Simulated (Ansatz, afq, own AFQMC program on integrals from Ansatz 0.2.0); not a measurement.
**Where AFQMC and coupled cluster stand for O⁺, quartet**

A free O cation.

Basis aug-cc-pVTZ. Only valence electrons are correlated. Ansatz 0.2.0 and our own AFQMC program on the same integrals; the CISD trial comes from CCSD amplitudes, and released means the phaseless constraint is let go. Free projection: walkers drawn from exp(T), propagated without any constraint. Its projection time is finite, and what remains of the start isn't in its error. ± is one standard error of the sampling.

Determinant: UHF, the one that the program's search chose, which needn't be the lowest solution.

Full CI on the same integrals is exact in this basis and with this determinant's frozen core.

```
T1 diagnostic                               : 0.0041
weight of the determinant in the CISD state : 0.975
⟨S²⟩ of the determinant                     : 3.755
size of the correlated space                : 5 electrons in 45 orbitals
```

| level | correlation energy (eV) |
| --- | --- |
| MP2 | -2.6789 |
| CCSD | -3.0852 |
| CCSD(T) | -3.1307 |

**Question.** Estimate where full CI lies against CCSD(T) on the same integrals.

**Answer.** 0.6 kJ/mol below CCSD(T).

Reference: full CI, correlation energy -3.137 eV. The released energy is read at 2.40 1/Eh (meV from the phaseless value at times in 1/Eh: -0.7 ± 0.4 at 0.24, -0.8 ± 0.3 at 0.51, -0.6 ± 0.3 at 0.99, -1.0 ± 0.3 at 1.62, -1.6 ± 0.4 at 2.40).

```json
{"level": "CCSD(T)", "E − E(reference) (kJ/mol)": "0.6", "share of correlation (%)": "99.79"}
{"level": "CCSDT", "E − E(reference) (kJ/mol)": "0.1", "share of correlation (%)": "99.98"}
{"level": "CCSDT(Q)", "E − E(reference) (kJ/mol)": "0.0", "share of correlation (%)": "100.00"}
{"level": "ph-AFQMC/HF", "E − E(reference) (kJ/mol)": "3.9 ± 0.7", "share of correlation (%)": "98.72"}
{"level": "ph-AFQMC/CISD", "E − E(reference) (kJ/mol)": "0.1 ± 0.03", "share of correlation (%)": "99.97"}
{"level": "released AFQMC", "E − E(reference) (kJ/mol)": "-0.1 ± 0.04", "share of correlation (%)": "100.02"}
{"level": "free AFQMC", "E − E(reference) (kJ/mol)": "0.1 ± 0.06", "share of correlation (%)": "99.98"}
```

CCSDT and higher add their correlation energy to the determinant of the CCSD(T) run, since their own runs factorise the integrals more tightly (a shift of under 2 meV). Free projections are given only where their last times agree within the noise and don't stop above the reference; a slow remainder of the start can still hide under it. A walk keeps the symmetry of its determinant, which the program's search chose and which needn't be the lowest solution, so a lower state of the same spin and another symmetry isn't excluded. Released energies are given only where the last usable release times agree within the noise; a slower fall can still hide under it.
